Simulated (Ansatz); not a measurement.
# C6H6, singlet: energies of several shapes or isomers

Computed with Ansatz's Gaussian-basis code (development build); MRCISD by development code. Basis cc-pVTZ, nonrelativistic, 6 orbitals frozen in the corrections; active space CAS(6,6). Restricted Hartree–Fock, then the lowest state-specific CASSCF solution met for each case. Coupled cluster stands on the determinant that it favours, not always the lowest RHF. Single-reference values can break down or jump between states where bonds are stretched. Unlike active orbitals can shift such differences by tenths of an eV, at times by over 1 eV.

Case A:

```xyz
12

C     0.1747    1.3299    0.0000
C    -0.1202    0.6976    1.2083
C    -0.1202   -0.6976    1.2083
C     0.1747   -1.3299    0.0000
C    -0.1202   -0.6976   -1.2083
C    -0.1202    0.6976   -1.2083
H     0.6341    2.3151    0.0000
H    -0.1202    1.2412    2.1498
H    -0.1202   -1.2412    2.1498
H     0.6341   -2.3151    0.0000
H    -0.1202   -1.2412   -2.1498
H    -0.1202    1.2412   -2.1498
```

Case B:

```
atom   x (Å)    y (Å)    z (Å)
   C  0.0000   0.0000   1.3952
   C  0.0000   1.2083   0.6976
   C  0.0000   1.2083  -0.6976
   C  0.0000   0.0000  -1.3952
   C  0.0000  -1.2083  -0.6976
   C  0.0000  -1.2083   0.6976
   H  0.0000   0.0000   2.4824
   H  0.0000   2.1498   1.2412
   H  0.0000   2.1498  -1.2412
   H  0.0000   0.0000  -2.4824
   H  0.0000  -2.1498  -1.2412
   H  0.0000  -2.1498   1.2412
```

Energy less that of case A, in eV:

```csv
case,RHF/ROHF,CASSCF,CCSD(T),MRCISD
B,-1.049,-0.985,-0.887,-0.941
```

Give the MRCISD+Q energies against case A.

B: -0.918 eV (-21.2 kcal/mol).
